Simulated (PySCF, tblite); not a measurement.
Potential energy curve for SMILES S (H2S). The S1–H3 bond (S1 also carries H; H3 carries nothing else) is varied alone, starting from the PBE0/def2-TZVP optimised geometry.

- GFN2-xTB, 300 K electronic temperature (tblite)
- UKS-BP86/6-31G* = unrestricted BP86/6-31G*, spherical d run with PySCF 2.14.0
- RKS-BP86/6-31G* = restricted BP86/6-31G*, spherical d (PySCF)
- UCCSD(T) = CCSD(T) on UHF/6-31G, 5 core orbitals frozen (PySCF)

Energies relative to the lowest point of each curve near equilibrium, in kcal/mol; the last columns give the difference from UCCSD(T):

```tsv
R / Å	GFN2-xTB	UKS-BP86/6-31G*	RKS-BP86/6-31G*	UCCSD(T)	GFN2-xTB − UCCSD(T)	UKS-BP86/6-31G* − UCCSD(T)	RKS-BP86/6-31G* − UCCSD(T)
1.01	57.1	69.7	69.7	75.3	-18.2	-5.6	-5.6
1.08	28.3	38.4	38.4	42.8	-14.6	-4.4	-4.4
1.15	12.0	18.7	18.7	22.0	-10.0	-3.3	-3.3
1.20	5.4	9.8	9.8	12.3	-6.9	-2.5	-2.5
1.26	1.3	3.4	3.4	5.0	-3.7	-1.6	-1.6
1.29	0.3	1.6	1.6	2.7	-2.4	-1.2	-1.2
1.34	0.0	0.1	0.1	0.5	-0.5	-0.4	-0.4
1.37	0.4	0.0	0.0	0.0	0.4	0.0	0.0
1.41	1.4	0.6	0.6	0.1	1.4	0.6	0.6
1.47	3.9	2.8	2.8	1.4	2.5	1.4	1.4
1.54	7.7	6.8	6.8	4.3	3.4	2.5	2.5
1.65	14.9	14.8	14.8	10.7	4.2	4.1	4.1
1.82	27.3	29.1	29.1	22.3	5.0	6.8	6.8
2.00	40.9	44.2	44.2	34.5	6.3	9.7	9.7
2.20	54.9	59.7	59.7	46.3	8.6	13.4	13.4
2.44	69.2	75.1	75.6	56.9	12.3	18.2	18.6
2.65	79.1	83.2	87.0	63.3	15.8	19.8	23.6
2.92	87.8	88.6	98.5	68.4	19.4	20.3	30.1
3.30	94.4	92.1	—	71.0	23.4	21.1	—
3.61	97.0	93.2	—	71.5	25.5	21.8	—
4.03	98.4	93.9	—	71.6	26.7	22.3	—
4.64	98.7	—	—	71.7	27.0	—	—
```

GFN2-xTB is furthest from UCCSD(T) at 4.64 (27.0 kcal/mol, above); its mean absolute difference over the points is 10.8 kcal/mol.

UKS-BP86/6-31G* is furthest from UCCSD(T) at 4.03 (22.3 kcal/mol, above); its mean absolute difference over the points is 8.6 kcal/mol.

RKS-BP86/6-31G* is furthest from UCCSD(T) at 2.92 (30.1 kcal/mol, above); its mean absolute difference over the points is 7.2 kcal/mol.

A dash means that the run gave no value there, or that the column was ended at a point which the program doubted or which failed a test of continuity chosen for this set; such a test can also cut sound points.

The unrestricted determinant behind UKS-BP86/6-31G* is spin-contaminated at 2.44 to 4.64 Å (<S²> up to 1.0, against 0.00 for a pure singlet). The restricted form behind RKS-BP86/6-31G* keeps the bonding electrons paired and can't separate into open-shell fragments. The unrestricted determinant behind UCCSD(T) is spin-contaminated at 1.82 to 4.64 Å (<S²> up to 1.0, against 0.00 for a pure singlet).
